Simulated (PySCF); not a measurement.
An unknown is described by computed data only.

Formula: C3HOP.

* 1H NMR: chemical shifts (computed TMS as zero) by class: 2.76 (1 H) ppm [GIAO PBE/pcSseg-2]
* UV, strongest line: among the 10 lowest singlet transitions: S3 at 4.95 eV (250 nm, f = 0.115) [TDDFT wB97X-D/def2-SVPD]
* 13C NMR: chemical shifts (computed TMS as zero) by class: 227.5 (1 C), 111.1 (1 C), 64.4 (1 C) ppm [GIAO PBE/pcSseg-2]
* Valence photoelectron: vertical ionisation energy: 8.85 eV [ΔSCF wB97X-D/def2-SVPD]
* UV, first state: lowest singlet excitation: 2.81 eV (441 nm, f = 0.001) [TDDFT wB97X-D/def2-SVPD]
* NMR, other nuclei: isotropic shieldings of nuclei other than C and H, by class: -131 (1 O), 550 (1 P) ppm [GIAO PBE/pcSseg-2]
* Rotational structure: rotational constants A, B, C: 8.796, 2.787, 2.117 GHz [PBE0-D3(BJ)/def2-SVP]
* Triplet: lowest triplet excitation (Tamm–Dancoff): 2.53 eV [TDA wB97X-D/def2-SVPD]
* Polarisability: 63.2 au [wB97X-D/def2-SVPD]
* Dipole: 0.63 D [wB97X-D/def2-SVPD]

Electronic properties: PySCF, gas phase, density fitting. Levels stand in brackets. NMR shifts are as computed; neighbouring signals can stand in another order in a measured spectrum. Isolated species at its PBE0-D3(BJ)/def2-SVP geometry, gas phase. Each NMR value is the plain mean over a class of atoms that symmetry, rotation or inversion makes alike.

Task: Give a SMILES that accounts for the data.

Result: Numbering: `[CH:1]#[C:2][P:3]=[C:4]=[O:5]`. 3 carbons fall into 3 classes; from least to most shielded: central carbon of cumulated double bonds [C4] (227.5 ppm), terminal alkyne carbon [C1] (111.1 ppm), alkyne carbon [C2] (64.4 ppm). The one hydrogen (2.76 ppm): alkyne hydrogen. The other shieldings belong to: -131 ppm, oxygen bonded to C [O5]; 550 ppm, phosphorus bonded to 2 C [P3]. S1 is mainly HOMO→LUMO (weight 0.97); the largest Löwdin shares of the orbital it empties are 0.35 on the phosphorus bonded to 2 C, 0.19 on the central carbon of cumulated double bonds, 0.16 on the alkyne carbon and 0.16 on the terminal alkyne carbon, of the orbital it fills 0.40 on the central carbon of cumulated double bonds, 0.29 on the oxygen bonded to C, 0.20 on the phosphorus bonded to 2 C and 0.07 on the alkyne carbon. The optimised geometry has point group Cs and is an asymmetric top. Structure: `C#CP=C=O`. The assignments are read from this structure; whether some other isomer fits the data as well wasn't checked.
